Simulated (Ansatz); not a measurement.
**SiH2F2 (SMILES F[SiH2]F): HSE06/aug-cc-pVDZ**

Aim: the vertical electron affinity of SiH2F2 at HSE06/aug-cc-pVDZ, from 2 runs. 

The calculation is run with Ansatz 0.2.0.

53 further runs of the same task are left out: 53 set aside as unsound or not needed.

### Step 1. Starting point

The species is SiH2F2 (5 atoms), meant as a singlet with charge 0. SMILES: `F[SiH2]F`. Geometry: relaxed at PBE0-D4/def2-TZVP.

Bond lengths: F1–Si2 1.586 Å, Si2–F3 1.586 Å, Si2–H4 1.474 Å, Si2–H5 1.474 Å. Angles: F1–Si2–F3 108.0°, F1–Si2–H4 108.5°, F1–Si2–H5 108.5°, F3–Si2–H4 108.5°, F3–Si2–H5 108.5°, H4–Si2–H5 114.6°.

### Step 2. The energy at HSE06/aug-cc-pVDZ

The input, molecule.yaml:

```yaml
crystal:
  periodic: [false, false, false]
  atoms:
    - {symbol: F, position_ang: [-1.079010, 0.538200, 0.980720]}
    - {symbol: Si, position_ang: [-0.005220, -0.000540, -0.054090]}
    - {symbol: F, position_ang: [1.247630, -0.520590, 0.766910]}
    - {symbol: H, position_ang: [-0.590470, -1.138740, -0.786300]}
    - {symbol: H, position_ang: [0.427070, 1.121680, -0.907250]}
basis:
  gaussian:
    orbitals: aug-cc-pVDZ
hamiltonian:
  xc: hse06
accuracy: high
output:
  orbitals: {seedname: orbitals}
```

On the command line:

```bash
$ ansatz run molecule.yaml --threads 1 --pin off --max-ram 3480MiB --events-out events.jsonl --progress --plain --runs-dir runs
```

The log of the run:

```text
Warning: RAYON_NUM_THREADS=1 ignored (pool sized by the plan → 1); use --threads N
Functional definition: HSE06
  name "HSE06"
  parameter a = 0.25
  parameter omega = 0.11/bohr
  exchange = pbe_x - a*pbe_x_sr(omega) + a*exact_x_sr(omega)
  correlation = pbe_c
1837 factors; integrals over basis functions are off by at most 3.7e-9 eV
120 factors; integrals over basis functions are off by at most 2.2e-9 eV
mean field evaluation 1: about -13336.0235 eV, gradient 4.0e1 eV
mean field evaluation 2: about -13332.3580 eV, gradient 6.4e1 eV
mean field evaluation 4: about -13338.4045 eV, gradient 3.2e-1 eV
mean field evaluation 8: about -13338.4742 eV, gradient 2.9e-2 eV
mean field evaluation 16: about -13338.4742 eV, gradient 3.6e-7 eV
mean field -13338.47416916 eV, -490.1798845739 hartree, gradient 6.5e-8 eV, S^2 0.000000; 0 other end points of the search recorded, 0 dependent functions left out
reference -13338.47417474 eV, -490.1798847790 hartree; 17, 17 occupied and 74, 74 virtual orbitals, 1837 factors
Total energy: -13338.47417474 eV, -490.1798847790 hartree
```

Run time: 3.6 s. Hardware: 1 thread of Intel Xeon 6975P-C (Granite Rapids), shared host; peak memory 0.29 GiB.

### Step 3. The doublet anion, same level

Edit molecule.yaml of step 2 so:

```diff
@@ -9,8 +9,7 @@
 basis:
-  gaussian:
-    orbitals: aug-cc-pVDZ
-hamiltonian:
-  xc: hse06
+  gaussian: {orbitals: aug-cc-pVDZ}
+output: {orbitals: {seedname: orbitals}}
+magnetization: {spin_polarized: true, initial_magnetization: 1}
 accuracy: high
-output:
-  orbitals: {seedname: orbitals}
+total_charge: -1
+hamiltonian: {xc: {name: HSE06}}
```

On the command line:

```bash
$ ansatz run molecule.yaml --threads 1 --pin off --max-ram 3480MiB --events-out events.jsonl --progress --plain --runs-dir runs
```

The log of the run:

```text
Warning: RAYON_NUM_THREADS=1 ignored (pool sized by the plan → 1); use --threads N
Functional definition: HSE06
  name "HSE06"
  parameter a = 0.25
  parameter omega = 0.11/bohr
  exchange = pbe_x - a*pbe_x_sr(omega) + a*exact_x_sr(omega)
  correlation = pbe_c
1837 factors; integrals over basis functions are off by at most 3.7e-9 eV
120 factors; integrals over basis functions are off by at most 2.2e-9 eV
mean field evaluation 1: about -13335.7452 eV, gradient 1.9e1 eV
mean field evaluation 2: about -13334.4591 eV, gradient 2.8e1 eV
mean field evaluation 4: about -13337.6106 eV, gradient 8.5e-1 eV
mean field evaluation 8: about -13337.7392 eV, gradient 1.4e-1 eV
mean field evaluation 16: about -13337.7395 eV, gradient 2.0e-3 eV
mean field evaluation 32: about -13337.7395 eV, gradient 1.9e-6 eV
mean field evaluation 64: about -13337.5722 eV, gradient 1.3e-5 eV
mean field evaluation 96: about -13337.6085 eV, gradient 2.5e-1 eV
mean field evaluation 128: about -13337.5898 eV, gradient 1.5e0 eV
mean field -13337.73953261 eV, -490.1528871788 hartree, gradient 7.6e-8 eV, S^2 0.750102; 12 other end points of the search recorded, 0 dependent functions left out
reference -13337.73953530 eV, -490.1528872778 hartree; 18, 17 occupied and 73, 74 virtual orbitals, 1837 factors
Total energy: -13337.73953530 eV, -490.1528872778 hartree
```

Run time: 72 s. Hardware: 1 thread of Intel Xeon 6975P-C (Granite Rapids), shared host; peak memory 0.53 GiB.

### Step 4. Summary of results

At HSE06/aug-cc-pVDZ:

| quantity | value |
| --- | --- |
| singlet SiH2F2: total energy | -490.17988 Eh |
| singlet SiH2F2: HOMO energy | -9.49 eV |
| singlet SiH2F2: LUMO energy | -0.44 eV |
| singlet SiH2F2: HOMO–LUMO gap | 9.05 eV |
| doublet anion: total energy | -490.15289 Eh |
| doublet anion: HOMO energy (highest over α and β) | 1.87 eV |
| doublet anion: LUMO energy (lowest over α and β) | 2.39 eV |
| doublet anion: ⟨S²⟩ | 0.750 |
| vertical electron affinity (to the doublet anion) | -0.735 eV |

In words: The anion lies 0.73 eV (70.9 kJ/mol) above the neutral: the electron isn't bound at this level, and such a value depends on the basis. The HOMO (doublet anion) lies at positive energy, 1.87 eV; only total energies tell whether the electron is bound.
